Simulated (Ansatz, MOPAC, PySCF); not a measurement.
Gas-phase reaction in SMILES: OB(O[SiH3])O [silyloxyboronic acid] + 4 [H][H] (H2) -> B (BH3) + 3 O (H2O) + [SiH4] (SiH4)

Quantity: energy of full hydrogenation (enthalpy at 298 K), in kcal/mol. Terms: non-relativistic; no spin-orbit coupling; no dispersion term unless named; 6-31G* and kin with 6d, 5d where marked; 6-311+G** with 5d, 6d on Na to Ar in Ansatz (a program for electronic structure); frozen cores in correlated levels. Basis-set limits of correlation are two-point, X^-3; Hartree-Fock from the larger set. Ab initio and DFT rows: single points at B3LYP-D3(BJ) geometries (Ansatz), with unscaled harmonic terms from B3LYP/6-31G* (Ansatz) at its own minima. Semi-empirical rows: MOPAC heats of formation at their own minima for 298 K.

Coupled cluster (Ansatz) is a level with limits of its own, used here on species with T1 under 0.025 (0.045 for open shells) and stable references: CCSD(T)/CBS(cc-pV(T+d)Z,cc-pV(Q+d)Z).

Value to compare with, CCSD(T)/CBS(cc-pV(T+d)Z,cc-pV(Q+d)Z) (Ansatz): 106.5 kcal/mol.

```
level                            program  energy of full hydrogenation (enthalpy at 298 K) (kcal/mol)  difference
------------------------  --------------  -----------------------------------------------------------  ----------
PM6                                MOPAC                                                        227.5       121.0
HF/6-311+G**                      Ansatz                                                         89.1       -17.4
PBE/6-311+G**                     Ansatz                                                         93.9       -12.6
BLYP/6-31G*                       Ansatz                                                        125.8        19.3
BP86/def2-SVP                      PySCF                                                        117.9        11.4
B3LYP/STO-3G                      Ansatz                                                        168.7        62.2
B3LYP/6-31G*                      Ansatz                                                        121.6        15.1
B3LYP/cc-pVDZ                     Ansatz                                                        110.5         4.0
MP2/3-21G                         Ansatz                                                        162.0        55.5
PBE0/def2-TZVPD                   Ansatz                                                        100.1        -6.4
B2PLYP-D3(BJ)/def2-TZVPD  Ansatz + dftd3                                                        107.2         0.7
```

Among the 9 habitual levels, PM6 lies farthest from CCSD(T)/CBS(cc-pV(T+d)Z,cc-pV(Q+d)Z) (Ansatz) (121.0 kcal/mol) and B3LYP/cc-pVDZ nearest (4.0); 7 of 9 lie above it, and their mean absolute difference is 35.4 kcal/mol, the median 17.4. One case shows no general order.

The levels are drawn from those run, B3LYP/6-31G* more often than the rest, none by its result; left out are runs that failed, that the program found above a lower state of the same kind, or whose <S^2> lies over 0.5 above the pure value.
